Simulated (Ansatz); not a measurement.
hcp Be, treated with r²SCANh in Ansatz (PAW).

Settings: plane-wave cutoff 520 eV, 15×15×8 k mesh (along the axes of the cell as run), Fermi–Dirac smearing 0.05 eV, scalar-relativistic PAW data made under PBE.

Computed at the level's own relaxed cell.

Q: Give the computed equilibrium lattice constant a and lattice parameter c.

A: 
* **equilibrium lattice constant a**: 2.257 Å
* **lattice parameter c**: 3.577 Å

Measured, for comparison: lattice constant a 2.286 Å (293 K, not corrected to a static lattice, our sources range from 2.286 to 2.290; as tabulated in Wikipedia's data pages); lattice parameter c 3.584 Å (293 K, not corrected to a static lattice; as tabulated in Wikipedia's data pages). Computed (rounded) less measured: lattice constant a -1.3 % (-1.3 % to -1.4 % over the range), lattice parameter c -0.2 %. A static lattice is as a rule a little smaller and stiffer than an uncorrected measurement, which narrows the difference in the lattice constant a and would widen misses of the other sign.

Computed values are for the static lattice.

Ansatz is a program for electronic structure.
